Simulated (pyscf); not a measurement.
**Addition across a multiple bond or ene-type step: HB=NH + ethylene (H₂C=CH₂) → H₂C=CH–BH–NH₂**

Gas phase, singlet surface, charge 0. Bonds broken: C5–H7. Bonds formed: B1–C5, N2–H7. Single points on ωB97X-D3(BJ)/def2-SVP structures (PySCF, gas phase). MP2 and CC: frozen core, UHF for open shells. ΔMP2 is the change of the MP2 total energy from the triple- to the quadruple-zeta basis.

Transition state (Å):

```xyz
10

B      0.1724    -1.2262     0.5453
N      1.4435    -0.8139     0.2577
H     -0.2280    -2.3248     0.8473
H      1.6210     0.1677     0.0319
C     -0.9742     0.0166     0.9066
C     -1.1534     1.0913     0.1224
H      0.3762    -0.0760     1.1545
H     -1.6974    -0.2253     1.6934
H     -0.4204     1.3517    -0.6505
H     -2.0299     1.7432     0.2098
```

One imaginary mode, 1440i cm⁻¹; descent along it reached the two sides named, in the forms told below.

| bond | change | reactant side (Å) | saddle | product side |
|---|---|---|---|---|
| C5–H7 | breaks | 1.097 | 1.376 | 3.5 |
| B1–C5 | forms | 4.7 | 1.729 | 1.575 |
| N2–H7 | forms | 3.1 | 1.577 | 1.012 |

Electronic energies relative to the separated reactants (kJ/mol):

```csv
level,barrier,reaction energy,reverse barrier
ωB97X-D3(BJ)/def2-TZVP,209.7,-168.7,378.5
PBE/def2-TZVP,170.4,-160.6,331.0
r²SCAN/def2-TZVP,179.3,-167.9,347.2
B3LYP-D3(BJ)/def2-TZVP,209.1,-156.7,365.8
PBE0-D3(BJ)/def2-TZVP,181.2,-177.7,358.9
M06-2X/def2-TZVP,210.0,-160.8,370.8
ωB97M-D3(BJ)/def2-TZVP,213.4,-158.0,371.3
HF/def2-TZVP,298.7,-153.7,452.4
MP2/def2-QZVPP,203.8,-156.0,359.8
CCSD/def2-TZVPP,229.3,-157.0,386.3
CCSD(T)/def2-TZVPP,212.9,-155.5,368.4
CCSD(T)/def2-TZVPP + ΔMP2(QZVPP),212.6,-155.7,368.3
```

With CCSD(T)/def2-TZVPP + ΔMP2(QZVPP) energies and thermal terms (ideal gas, 1 atm, RRHO with modes under 100 cm⁻¹ raised to 100, one conformer, R ln 2 for chiral ones without a mode under 150 cm⁻¹), in kJ/mol:

| T (K) | ΔH‡ | ΔG‡ | ΔH | ΔG |
|---|---|---|---|---|
| 298 | 205.7 | 245.5 | -144.1 | -104.0 |
| 600 | 205.2 | 286.2 | -143.9 | -63.2 |
| 900 | 206.7 | 326.4 | -141.7 | -23.3 |
| 1200 | 208.8 | 366.0 | -138.8 | +15.7 |

On the product side the descent ends in a point that may be a rotor saddle (no frequency run), 6.9 kJ/mol over the lowest minimum found and 371.5 kJ/mol under the saddle at ωB97X-D3(BJ)/def2-TZVP. At the saddle there is also a short B–H contact that neither side keeps. The same reactants have a lower exit, to H₃C–CH₂–B=NH (barrier +170.3 kJ/mol at ωB97M-D3(BJ)/def2-TZVP, against +213.4 kJ/mol here). This is the saddle that the search found; another between the same sides may lie lower. The CCSD(T) − MP2 part came from Ansatz, without density fitting, on the same reference.
